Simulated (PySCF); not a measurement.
Structure problem from calculated spectra and properties.

Formula: CO2.

- Rotational structure: rotational constant B (linear): 12.079 GHz [GFN2-xTB]
- Dipole: 0.00 D [PBE0/pcSseg-1]
- Couplings: largest of the computed one-bond spin–spin couplings (means over like bonds): 17O–13C +11.1 (×2) Hz [B3LYP/pcJ-1]
- 13C NMR: chemical shifts (computed TMS as zero) by class: 130.3 (1 C) ppm [GIAO PBE0/pcSseg-1]
- NMR, other nuclei: isotropic shieldings of nuclei other than C and H, by class: 222 (2 O) ppm [GIAO PBE0/pcSseg-1]

Gas-phase values; electronic properties from PySCF, density fitting. Levels stand in brackets. Isolated species at its GFN2-xTB geometry, gas phase. NMR classes are plain means over equivalent atoms (diastereotopic ones count apart unless rotation or inversion swaps them), as if these changed places fast.

Task: Propose a structure and show how it fits.

Result: Numbering: `[O:1]=[C:2]=[O:3]`. Its formula, CO2, gives 2 degrees of unsaturation: 0 rings and 2 π bonds in the structure found. The one carbon: central carbon of cumulated double bonds [C2] (130.3 ppm). The other shieldings belong to: 222 ppm, oxygen bonded to C [O1/O3]. The couplings run between: +11.1 Hz, oxygen bonded to C [O1] and central carbon of cumulated double bonds [C2] (with 1 like pair). The vanishing dipole is forced by symmetry. The optimised geometry has point group D∞h and is a linear rotor. Structure: `O=C=O`. The assignments are read from this structure; whether some other isomer fits the data as well wasn't checked.
